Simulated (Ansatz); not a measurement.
Ansatz (a program for electronic structure) input (HF/6-31G*):

Ansatz 0.2 input:
```yaml
crystal:
  periodic: [false, false, false]
  atoms:
    - {symbol: H, position_ang: [0.01447342, 0.08638095, 2.15652780]}
    - {symbol: N, position_ang: [0.00783130, 0.06957397, 1.15314312]}
    - {symbol: C, position_ang: [0.00674851, 1.15106397, 0.33837805]}
    - {symbol: C, position_ang: [-0.00183715, -1.06265205, 0.35791557]}
    - {symbol: C, position_ang: [-0.00329642, 0.78425359, -0.97400704]}
    - {symbol: C, position_ang: [-0.00878289, -0.64908884, -0.95028013]}
    - {symbol: H, position_ang: [-0.00286866, -2.04741204, 0.79197534]}
    - {symbol: H, position_ang: [-0.00643389, 1.42496570, -1.83754978]}
    - {symbol: H, position_ang: [-0.01698230, -1.29241246, -1.81499389]}
basis:
  gaussian:
    orbitals: 6-31G*
hamiltonian:
  xc: {name: HF}
magnetization: {spin_polarized: true, initial_magnetization: 1}
relax: {f_tol: 0.003, max_steps: 120}
```

Output:

```
WARN ansatz: RAYON_NUM_THREADS=1 ignored (pool sized by the plan → 1); use --threads N
Functional definition: HF
integrals: 0.03 GiB planned
957 factors; integrals over basis functions are off by at most 3.7e-4 eV
mean field: 0.31 GiB planned
mean field evaluation 1: about -5660.9972 eV, gradient 2.0e1 eV
mean field evaluation 2: about -5661.1023 eV, gradient 2.0e1 eV
mean field evaluation 4: about -5663.8874 eV, gradient 3.6e0 eV
mean field evaluation 8: about -5664.0307 eV, gradient 6.2e-1 eV
mean field evaluation 16: about -5664.1107 eV, gradient 9.0e-2 eV
mean field evaluation 32: about -5663.7348 eV, gradient 2.7e0 eV
mean field evaluation 64: about -5649.7497 eV, gradient 1.1e1 eV
mean field evaluation 96: about -5663.0973 eV, gradient 9.5e-1 eV
mean field -5664.11109001 eV, -208.1522432856 hartree, gradient 7.7e-5 eV, S^2 0.983630; 2 other end points of the search recorded, 0 dependent functions left out
the calculation of the forces begins
reference -5664.11109001 eV, -208.1522432856 hartree; 18, 17 occupied and 65, 66 virtual orbitals, 957 factors
relax step   1: F+E_penalty+E_count = -5664.11109001 eV  Δ(F+E_penalty+E_count) = +0.000e0 eV  max|allowed force component| = 6.053e-1 eV/Å  Δτ_max = 0.0000 Å  (225 SCF iters, accepted)
these checks for a lower state are left out or cut short: starts, cluster_reference, orbital_swaps, neighbouring_geometries, increment
integrals: 0.03 GiB planned
957 factors; integrals over basis functions are off by at most 3.6e-4 eV
mean field: 0.31 GiB planned
mean field -5664.12258215 eV, -208.1526656137 hartree, gradient 6.5e-5 eV, S^2 0.976345; 0 other end points of the search recorded, 0 dependent functions left out
the calculation of the forces begins
reference -5664.12258215 eV, -208.1526656137 hartree; 18, 17 occupied and 65, 66 virtual orbitals, 957 factors
relax step   2: F+E_penalty+E_count = -5664.12258215 eV  Δ(F+E_penalty+E_count) = -1.149e-2 eV  max|allowed force component| = 2.424e-1 eV/Å  Δτ_max = 0.0129 Å  (59 SCF iters, accepted)
these checks for a lower state are left out or cut short: starts, cluster_reference, orbital_swaps, neighbouring_geometries, increment
integrals: 0.03 GiB planned
957 factors; integrals over basis functions are off by at most 3.6e-4 eV
mean field: 0.31 GiB planned
mean field -5664.12366047 eV, -208.1527052414 hartree, gradient 1.8e-5 eV, S^2 0.974508; 0 other end points of the search recorded, 0 dependent functions left out
the calculation of the forces begins
reference -5664.12366047 eV, -208.1527052414 hartree; 18, 17 occupied and 65, 66 virtual orbitals, 957 factors
relax step   3: F+E_penalty+E_count = -5664.12366047 eV  Δ(F+E_penalty+E_count) = -1.078e-3 eV  max|allowed force component| = 2.089e-2 eV/Å  Δτ_max = 0.0046 Å  (61 SCF iters, accepted)
these checks for a lower state are left out or cut short: starts, cluster_reference, orbital_swaps, neighbouring_geometries, increment
integrals: 0.03 GiB planned
957 factors; integrals over basis functions are off by at most 3.6e-4 eV
mean field: 0.31 GiB planned
mean field evaluation 128: about -5664.1237 eV, gradient 1.5e-5 eV
mean field -5664.12368735 eV, -208.1527062292 hartree, gradient 6.6e-5 eV, S^2 0.974918; 0 other end points of the search recorded, 0 dependent functions left out
the calculation of the forces begins
reference -5664.12368735 eV, -208.1527062292 hartree; 18, 17 occupied and 65, 66 virtual orbitals, 957 factors
relax step   4: F+E_penalty+E_count = -5664.12368735 eV  Δ(F+E_penalty+E_count) = -2.688e-5 eV  max|allowed force component| = 1.073e-2 eV/Å  Δτ_max = 0.0008 Å  (51 SCF iters, accepted)
these checks for a lower state are left out or cut short: starts, cluster_reference, orbital_swaps, neighbouring_geometries, increment
integrals: 0.03 GiB planned
957 factors; integrals over basis functions are off by at most 3.6e-4 eV
mean field: 0.31 GiB planned
mean field -5664.12369267 eV, -208.1527064247 hartree, gradient 4.2e-5 eV, S^2 0.975117; 0 other end points of the search recorded, 0 dependent functions left out
the calculation of the forces begins
reference -5664.12369267 eV, -208.1527064247 hartree; 18, 17 occupied and 65, 66 virtual orbitals, 957 factors
relax step   5: F+E_penalty+E_count = -5664.12369267 eV  Δ(F+E_penalty+E_count) = -5.321e-6 eV  max|allowed force component| = 1.177e-3 eV/Å  Δτ_max = 0.0006 Å  (45 SCF iters, accepted)
integrals: 0.03 GiB planned
957 factors; integrals over basis functions are off by at most 3.6e-4 eV
mean field: 0.31 GiB planned
mean field evaluation 160: about -5657.8837 eV, gradient 1.8e1 eV
mean field evaluation 192: about -5663.7496 eV, gradient 2.7e0 eV
mean field evaluation 224: about -5660.0784 eV, gradient 2.1e1 eV
mean field -5664.12369267 eV, -208.1527064247 hartree, gradient 4.2e-5 eV, S^2 0.975117; 3 other end points of the search recorded, 0 dependent functions left out
the calculation of the forces begins
reference -5664.12369267 eV, -208.1527064247 hartree; 18, 17 occupied and 65, 66 virtual orbitals, 957 factors
Total energy: -5664.12369267 eV, -208.1527064247 hartree
Atom 0 at     0.014349     0.079135     2.141941 Å, force     0.000001    -0.000005     0.000085 eV/Å
Atom 1 at     0.007800     0.066617     1.150199 Å, force    -0.000002     0.000985    -0.000933 eV/Å
Atom 2 at     0.006777     1.156693     0.339409 Å, force     0.000008     0.000152     0.001177 eV/Å
Atom 3 at    -0.001823    -1.053445     0.354571 Å, force    -0.000008     0.000001    -0.001167 eV/Å
Atom 4 at    -0.003284     0.779527    -0.969289 Å, force     0.000001     0.000557    -0.000252 eV/Å
Atom 5 at    -0.008779    -0.651176    -0.948440 Å, force     0.000004    -0.000464     0.000915 eV/Å
Atom 6 at    -0.002877    -2.033803     0.782584 Å, force    -0.000001    -0.000590     0.000183 eV/Å
Atom 7 at    -0.006389     1.418652    -1.826974 Å, force     0.000001    -0.000092     0.000142 eV/Å
Atom 8 at    -0.016923    -1.297526    -1.802891 Å, force    -0.000003    -0.000546    -0.000150 eV/Å
Dipole moment:     0.001475    -0.134008     0.305605 e Å
```

The determinant is spin-contaminated: <S^2> is 0.98 against 0.75 for a pure state.
